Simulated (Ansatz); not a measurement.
Molecule (SMILES): C (CH4).
Atoms: C1, H2, H3, H4, H5. Bonds: C1-H2, C1-H3, C1-H4, C1-H5.

Basis-set convergence of the optimised C1-H2 bond length at PBE with Ansatz (a program for electronic structure). All functions are spherical. The program fits the integrals of some runs and decomposes those of others, by size. No added dispersion term, no relativity. Reference: the value in def2-QZVPPD, 1.0953 Å. Deviations are taken from unrounded values.

```json
[
 {"basis": "def2-SV(P)", "functions": "22", "optimised C1-H2 bond length (Å)": "1.1102", "minus reference (Å)": "0.0149"},
 {"basis": "def2-SVP", "functions": "34", "optimised C1-H2 bond length (Å)": "1.1059", "minus reference (Å)": "0.0107"},
 {"basis": "def2-SVPD", "functions": "52", "optimised C1-H2 bond length (Å)": "1.1045", "minus reference (Å)": "0.0092"},
 {"basis": "def2-TZVP", "functions": "55", "optimised C1-H2 bond length (Å)": "1.0965", "minus reference (Å)": "0.0013"},
 {"basis": "aug-pcseg-1", "functions": "59", "optimised C1-H2 bond length (Å)": "1.1025", "minus reference (Å)": "0.0072"},
 {"basis": "def2-TZVPD", "functions": "73", "optimised C1-H2 bond length (Å)": "1.0966", "minus reference (Å)": "0.0014"},
 {"basis": "def2-TZVPP", "functions": "87", "optimised C1-H2 bond length (Å)": "1.0958", "minus reference (Å)": "0.0005"},
 {"basis": "def2-TZVPPD", "functions": "105", "optimised C1-H2 bond length (Å)": "1.0959", "minus reference (Å)": "0.0006"},
 {"basis": "aug-pcseg-2", "functions": "138", "optimised C1-H2 bond length (Å)": "1.0956", "minus reference (Å)": "0.0003"},
 {"basis": "def2-QZVPP", "functions": "177", "optimised C1-H2 bond length (Å)": "1.0953", "minus reference (Å)": "0.0000"},
 {"basis": "def2-QZVPPD", "functions": "195", "optimised C1-H2 bond length (Å)": "1.0953", "minus reference (Å)": "0.0000"}
]
```

The smallest set listed that lies within 0.003 Å of the reference with all its larger relatives (same family, alike in diffuse functions; a set with none counts only in the reference's own line) is def2-TZVP (55 functions, 0.0013 Å off). Inside, with no larger relative to test it: aug-pcseg-2.
